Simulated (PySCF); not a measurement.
**Fluorocyanoacetylene (C3FN): geometry, NMR shifts, spin-spin couplings, electronic excitations and core binding energies**

Wanted: the NMR shifts, spin-spin couplings, electronic excitations and core binding energies of Fluorocyanoacetylene (C3FN) (`N#CC#CF`), by calculation.

The runs use PySCF 2.14.0, with density-fitted response routines of our own; the level of theory stands in each step. All values are computed, except where a source is named. Atoms are numbered from 0 throughout.

### Step 1. The starting structure

5 atoms, charge 0, multiplicity 1; geometry from: MMFF94s. The atoms were then displaced at random by about 0.03 Å, so the start is not that level's minimum.

Bonds of the start (Å): N0–C1 1.08, C1–C2 1.49, C2–C3 1.36, C3–F4 1.23.

### Step 2. Relaxing the molecule at PBE0-D3(BJ)/def2-SVP

The job: settings as JSON, then the geometry in Å.

```
{"job": {"xc": "PBE0", "basis": "def2-SVP", "d3": "d3bj", "grid": 1, "shake": 0.03, "kind": "geom"}, "charge": 0, "multiplicity": 1}
N     -2.493970     0.001980    -0.429080
C     -1.431780     0.029970    -0.239480
C      0.036420    -0.009940     0.017560
C      1.376040    -0.032510     0.248660
F      2.588140    -0.099960     0.469080
```

Launch:

```sh
OMP_NUM_THREADS=1 python probes_run.py task.json out
```

This one command runs all jobs of the session in turn.

**Question.** This job is followed by: GIAO PBE0/pcSseg-1 NMR shielding, non-relativistic, gas phase; B3LYP/pcJ-1 indirect spin-spin coupling, non-relativistic, gas phase; TDDFT B3LYP/def2-SVPD, vertical, gas phase, core orbitals frozen in the response; GIAO PBE0/pcSseg-2 NMR shielding, non-relativistic, gas phase; delta-SCF UKS SCAN, pcX-2 on the ionised atom, pcseg-1 elsewhere, spin-free X2C. What will the session give for the following? point group; rotational constants (main isotopes); ¹³C shifts against TMS (PBE0/pcSseg-1); ¹⁵N shifts against NH3 (PBE0/pcSseg-1); ¹⁹F shifts against CFCl3 (PBE0/pcSseg-1); largest coupling of the table (B3LYP/pcJ-1); lowest singlet (B3LYP/def2-SVPD); brightest single state of those computed; lowest triplet; vertical ionisation energy (ΔSCF); vertical electron affinity (ΔSCF); N1s binding energies, SCAN/pcX-2; C1s binding energies, SCAN/pcX-2 (standing for 1 of 3 atoms); F1s binding energies, SCAN/pcX-2; range of the shift of F4.

The runs gave:

| quantity | value |
| --- | --- |
| point group | Cinfv |
| rotational constants (main isotopes) | 2.07, 2.07 GHz |
| ¹³C shifts against TMS (PBE0/pcSseg-1) | 109.4, 89.4, 9.1 ppm |
| ¹⁵N shifts against NH3 (PBE0/pcSseg-1) | 308.8 ppm |
| ¹⁹F shifts against CFCl3 (PBE0/pcSseg-1) | -206.8 ppm |
| largest coupling of the table (B3LYP/pcJ-1) | ¹J(C,F) C3–F4, -413.8 Hz |
| lowest singlet (B3LYP/def2-SVPD) | 5.39 eV (230 nm), f = 0.000 |
| brightest single state of those computed | state 4, 7.05 eV, f = 0.017 |
| lowest triplet | 4.40 eV |
| vertical ionisation energy (ΔSCF) | 11.37 eV |
| vertical electron affinity (ΔSCF) | -0.91 eV (unbound: the value hangs on the basis) |
| N1s binding energies, SCAN/pcX-2 | N0 405.56 eV |
| C1s binding energies, SCAN/pcX-2 (standing for 1 of 3 atoms) | C2 292.89 eV |
| F1s binding energies, SCAN/pcX-2 | F4 696.45 eV |
| range of the shift of F4 | -211.5 to -206.8 ppm |

In words: The start was shaken at random, so part of the energy gained undoes that. The optimisation took 12 steps and gained 1.801 eV; among the close pairs (by a distance rule), C2–C3 changed most, from 1.360 to 1.208 Å. No frequency check was run at this level, so the end point may be a saddle. C1 (nitrile carbon) lies farthest downfield among carbon, at 109.4 ppm; this is the usual window of a C≡N carbon, which has no attached hydrogen. At PBE0/pcSseg-1: The largest span, 578 ppm, is at N0, where the paramagnetic term is -383 ppm. Of the pairs tabulated at B3LYP/pcJ-1, C3–F4 couples most strongly (-413.8 Hz; Fermi contact -332.5 Hz). The lowest singlet, at 5.39 eV, is HOMO→LUMO 0.32, HOMO−1→LUMO+1 0.32 and is dark; of the 10 states computed, the strongest absorption comes from states 4 to 5 together at 7.05 eV. The lowest triplet lies 0.99 eV below the lowest singlet (triplets in Tamm-Dancoff, singlets in full TDDFT). The orbital energy would give 8.70 eV for ionisation, ΔSCF gives 11.37 eV. Across the 2 runs the shift of F4 moves most, between -211.5 (PBE0/pcSseg-2) and -206.8 ppm (PBE0/pcSseg-1). Part of that comes from the computed reference.
